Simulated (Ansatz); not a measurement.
# C2H6N+: one structure at several levels

One table from this session's results is given with a row withheld; the runs are named, their logs left out.

Computed with Ansatz 0.2.0, Gaussian basis. Level: single points in def2-TZVPP.

Cores are frozen in the correlated methods.

## The system as given

SMILES `C=[NH+]C`, 9 atoms, charge 1, spin multiplicity 1.

Atoms are counted from 1 here; the program's logs count them from 0.

Bond lengths: C1–N2 1.337 Å, C1–H4 1.155 Å, C1–H5 1.135 Å, N2–C3 1.520 Å, N2–H6 1.051 Å, C3–H7 1.184 Å, C3–H8 1.138 Å, C3–H9 1.153 Å. Angles: N2–C1–H4 122.0°, N2–C1–H5 120.0°, H4–C1–H5 117.9°, C1–N2–C3 123.8°, C1–N2–H6 120.2°, C3–N2–H6 116.0°, N2–C3–H7 111.2°, N2–C3–H8 110.5°, N2–C3–H9 110.3°, H7–C3–H8 106.5°, H7–C3–H9 108.4°, H8–C3–H9 109.9°.

Coordinates:

```xyz
9
charge 1, multiplicity 1
C    -0.5718    0.6944   -1.0633
N     0.1177    0.5631    0.0743
C     0.3796   -0.7705    0.7558
H    -1.0317   -0.2140   -1.6089
H    -0.7461    1.7242   -1.5063
H     0.5259    1.4095    0.5448
H     0.9511   -1.5149    0.0332
H    -0.6024   -1.2769    1.0299
H     1.0206   -0.6180    1.7023
```

Set-up of the first run:

Contents of run/in.yaml:

```yaml
crystal:
  periodic: [false, false, false]
  atoms:
    - {symbol: C, position_ang: [-0.571800, 0.694400, -1.063300]}
    - {symbol: N, position_ang: [0.117700, 0.563100, 0.074300]}
    - {symbol: C, position_ang: [0.379600, -0.770500, 0.755800]}
    - {symbol: H, position_ang: [-1.031700, -0.214000, -1.608900]}
    - {symbol: H, position_ang: [-0.746100, 1.724200, -1.506300]}
    - {symbol: H, position_ang: [0.525900, 1.409500, 0.544800]}
    - {symbol: H, position_ang: [0.951100, -1.514900, 0.033200]}
    - {symbol: H, position_ang: [-0.602400, -1.276900, 1.029900]}
    - {symbol: H, position_ang: [1.020600, -0.618000, 1.702300]}
basis:
  gaussian: {orbitals: def2-TZVPP}
total_charge: 1
correlation: {method: ccsd_t}
output: {forces: true}
```

No record of the launch command was kept for these runs.

Steps of the session up to this table: CCSD(T)/def2-TZVPP; PBE0-D4/def2-TZVPP; wB97M-V/def2-TZVPP; r2SCAN-D4/def2-TZVPP; PBE-D4/def2-TZVPP; HSE06-D4/def2-TZVPP; BLYP-D4/def2-TZVPP.

One table of the session follows, with a row left open; its other results are not shown here.

| method | RMS force component (eV/Å) | angle to CCSD(T) forces (°) |
| --- | --- | --- |
| CCSD(T) | 1.047 | reference |
| PBE0-D4 | 1.121 | 12.0 |
| wB97M-V | 1.152 | 9.4 |
| r2SCAN-D4 | 1.076 | 7.8 |
| PBE-D4 | ? | ? |
| HSE06-D4 | 1.117 | 11.9 |
| BLYP-D4 | 0.951 | 5.6 |

Q: Estimate the row for PBE-D4 from the others.

As computed: RMS force component (eV/Å): 0.938; angle to CCSD(T) forces (°): 10.1. In the column «RMS force component (eV/Å)» it is the lowest.
